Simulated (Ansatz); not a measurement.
A made-up structure of SiNH6 (charge +1), singlet:

| atom | x (Å) | y (Å) | z (Å) |
| --- | --- | --- | --- |
| N1 | 0.3930 | -0.0446 | 0.8895 |
| Si2 | -0.3722 | 0.0422 | -0.8425 |
| H3 | 0.3913 | 0.8568 | -1.7199 |
| H4 | -0.4655 | -1.2396 | -1.4464 |
| H5 | -1.6852 | 0.5823 | -0.8162 |
| H6 | 0.3906 | 0.9340 | 1.1773 |
| H7 | 1.3115 | -0.4462 | 0.7013 |
| H8 | -0.2601 | -0.6513 | 1.3853 |

It is relaxed with PBE-D4/def2-SVP and then PBE0-D4/def2-TZVP (Ansatz 0.2.0). Atoms count as bonded within 1.22 times the sum of their covalent radii (H–H: 0.88 Å). The end point is not checked to be a true minimum.

Question: Does its bonding change? (A judgement: the text doesn't fix the answer.)

Answer: The calculation gives: No: no bond forms or breaks.

Where it ends: The first stage lowers the energy by 0.69 eV in 7 steps. It ends as SiNH₆ ([NH3][SiH3]), total charge +1:
N1  (0.335, -0.038, 0.758)
Si2  (-0.430, 0.049, -0.974)
H3  (0.512, 0.926, -1.688)
H4  (-0.425, -1.363, -1.389)
H5  (-1.756, 0.627, -0.701)
H6  (0.403, 0.885, 1.193)
H7  (1.280, -0.427, 0.739)
H8  (-0.215, -0.624, 1.390)
(Å)

Labels in which every atom is bracketed show which atoms are joined, not bond orders.

For scale, one of the runs: PBE0-D4/def2-TZVP relaxation, 104 basis functions, launched by `ansatz run in.yaml --threads 2 --pin off --events-out ev --progress --plain --max-ram 4352MiB`. Hardware: 2 CPU threads of an Arm Neoverse V1, shared host. Wall time about 5.5 s.
